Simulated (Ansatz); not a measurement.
**CHSi (quartet): the correlation ladder at distance Si1–C2 = 6.553 Å, 6-31G**

Aim: climb from Hartree-Fock through coupled cluster and multireference methods for CHSi (quartet) at one geometry and basis, and see what each rung misses.

Method: 6-31G, core rule «outside noble gas», up to 6 orbitals frozen; program: Ansatz 0.2.0, Gaussian basis.

Plan: UHF; CCSD(T) on ROHF; CCSD(T) on UHF; BCCD(T) on ROHF; CISD; CCSDT(Q) on ROHF; CCSDT(Q) on UHF; CASSCF and MRCISD+Q, 5 electrons in 5 orbitals; CASSCF and NEVPT2, 5 electrons in 5 orbitals; CASSCF and MRCISD+Q, 9 electrons in 9 orbitals; CASSCF and NEVPT2, 9 electrons in 9 orbitals; Full CI.

4 further runs of the same task are left out: 4 that didn't finish.

### Step 1. The geometry

The geometry derives from a PBE0/def2-TZVP stationary point (not a proven minimum). One bond is set to the value named and the two fragments are kept rigid.

3 atoms, charge 0, spin multiplicity 4.

Atoms are counted from 1 here; the program's logs count them from 0.

Bond lengths: C2–H3 1.096 Å.

### Step 2. UHF

Input file in.yaml:

```yaml
crystal:
  periodic: [false, false, false]
  atoms:
    - {symbol: Si, position_ang: [0.000000, 0.123838, 4.624435]}
    - {symbol: C, position_ang: [0.000000, -0.428705, -1.905229]}
    - {symbol: H, position_ang: [0.000000, 0.304867, -2.719206]}
basis:
  gaussian: {orbitals: 6-31G}
magnetization: {spin_polarized: true, initial_magnetization: 3}
hamiltonian: {xc: hf}
output: {orbitals: {seedname: orbitals}}
```

Run with:

```sh
ansatz run in.yaml --threads 1 --pin off --events-out ev --progress --plain --max-ram 2560MiB --backend cpu
```

Further steps of the session: CCSD(T) on ROHF; CCSD(T) on UHF; BCCD(T) on ROHF; CISD; CCSDT(Q) on ROHF; CCSDT(Q) on UHF; CASSCF and MRCISD+Q, 5 electrons in 5 orbitals; CASSCF and NEVPT2, 5 electrons in 5 orbitals; CASSCF and MRCISD+Q, 9 electrons in 9 orbitals; CASSCF and NEVPT2, 9 electrons in 9 orbitals; Full CI.

Before running them: what should the planned runs give, taken together? Wanted: FCI below the RHF energy; RMP2 from FCI; UMP2 from FCI; RCCSD from FCI; RCCSD(T) from FCI; UCCSD(T) from FCI; RCCSDT(Q) from FCI; UCCSDT(Q) from FCI; MRCISD+Q pair from FCI.

**Answer**, as computed:

| quantity | value |
| --- | --- |
| FCI below the RHF energy | -2.4274 eV |
| RMP2 from FCI | +803.2 meV |
| UMP2 from FCI | +797.4 meV |
| RCCSD from FCI | +32.8 meV |
| RCCSD(T) from FCI | +9.5 meV |
| UCCSD(T) from FCI | +10.2 meV |
| RCCSDT(Q) from FCI | +0.4 meV |
| UCCSDT(Q) from FCI | +1.1 meV |
| MRCISD+Q pair from FCI | -17.2 meV |
| NEVPT2 valence from FCI | +334.6 meV |
| MRCISD+Q valence from FCI | -0.4 meV |
| levels within 1 kcal/mol (43 meV) | RCCSD, UCCSD, RCCSD(T), UCCSD(T), BCCD(T), RCCSDT, UCCSDT, RCCSDT(Q), UCCSDT(Q), MRCISD+Q pair, MRCISD valence, MRCISD+Q valence |
| T1 diagnostic | 0.009 |
| effectively unpaired electrons | 3.06 |

What this shows: RCCSD(T) lands +9.5 meV from the yardstick (0.4 % of the correlation energy). MRCISD+Q pair falls below full CI: the +Q correction isn't variational, and the cores differ from full CI's. One determinant dominates. Of the multireference levels listed MRCISD+Q valence comes nearest in total energy (-0.4 meV), which doesn't show that its space is the better one. Coupled cluster took another determinant than the lowest Hartree-Fock one. These misses are within one basis, not against nature; the frozen cores of restricted and unrestricted runs differ, which can shift their rows.
